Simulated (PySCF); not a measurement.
Species: C₃H₄S.
Bonds: C1–C2, C2–C3 (double), C3–S4 (double). Hydrogens: H5, H6, H7 on C1; H8 on C2.

Computed by this run: PBE0-D3(BJ)/def2-SVP geometry optimisation, gas phase (PySCF 2.14.0); density fitting, grid level 1; the optimiser is geomeTRIC in internal coordinates, started from a GFN2-xTB structure with every atom displaced at random (about 0.01 Å).

Step 1: E = -13996.9622 eV
```
atom  x, y, z in Å  |  force x, y, z in eV/Å
C1     -0.9453   -0.2032   -0.0355   -0.214   0.322  -0.087
C2      0.3295    0.5398    0.2511    0.076   0.010   0.036
C3      1.4907    0.0297   -0.0839    0.051  -0.441  -0.283
S4      2.7487   -0.7569   -0.5867    0.054   0.261   0.156
H5     -0.7549   -1.1576   -0.5416    0.016  -0.050   0.052
H6     -1.6006    0.4004   -0.6894    0.040  -0.053   0.025
H7     -1.5056   -0.3883    0.8923   -0.021  -0.105   0.064
H8      0.2932    1.5166    0.7415   -0.002   0.057   0.036
```

Step 2: E = -13996.9884 eV
```
atom  x, y, z in Å  |  force x, y, z in eV/Å
C1     -0.9878   -0.1955   -0.0338    0.171  -0.023  -0.085
C2      0.3402    0.4704    0.2112   -0.024   0.214   0.137
C3      1.5283    0.0038   -0.1035   -0.351  -0.387  -0.206
S4      2.8750   -0.6600   -0.5406    0.071   0.156   0.088
H5     -0.8623   -1.1638   -0.5351   -0.016  -0.042   0.008
H6     -1.6295    0.4366   -0.6700    0.038  -0.001   0.009
H7     -1.5270   -0.3586    0.9133    0.037  -0.018   0.003
H8      0.3186    1.4475    0.7063    0.074   0.101   0.046
```

**Question.** Estimate the geometry and energy of step 3. (The exact step hangs on the optimiser's Hessian estimate; all steps are aligned on step 2, rigid shifts and turns removed.)

**Answer.** E = -13997.0053 eV, largest force 0.122 eV/Å
```
atom  x, y, z in Å  |  force x, y, z in eV/Å
C1     -0.9895   -0.1919   -0.0361    0.067  -0.067   0.045
C2      0.3350    0.4737    0.2101   -0.021   0.059   0.043
C3      1.5048   -0.0256   -0.1207   -0.120   0.018   0.011
S4      2.8827   -0.6393   -0.5254    0.058  -0.003  -0.006
H5     -0.8625   -1.1636   -0.5329   -0.008   0.013  -0.010
H6     -1.6319    0.4378   -0.6705   -0.030   0.016  -0.016
H7     -1.5225   -0.3643    0.9141    0.003   0.020  -0.032
H8      0.3396    1.4537    0.7090    0.051  -0.054  -0.036
```

The energy changes by -0.0169 eV. The first-order estimate −F·Δx gives -0.0313 eV and the mean of the old and new forces, exact on a quadratic surface, -0.0170 eV. The step makes an angle of 35° with the force vector and moves no atom by more than 0.041 Å.

What follows is the cost of the whole optimisation. Time: 11 s of wall time; peak memory 0.33 GiB. Hardware: one thread of an Arm Neoverse V1, on a shared host.
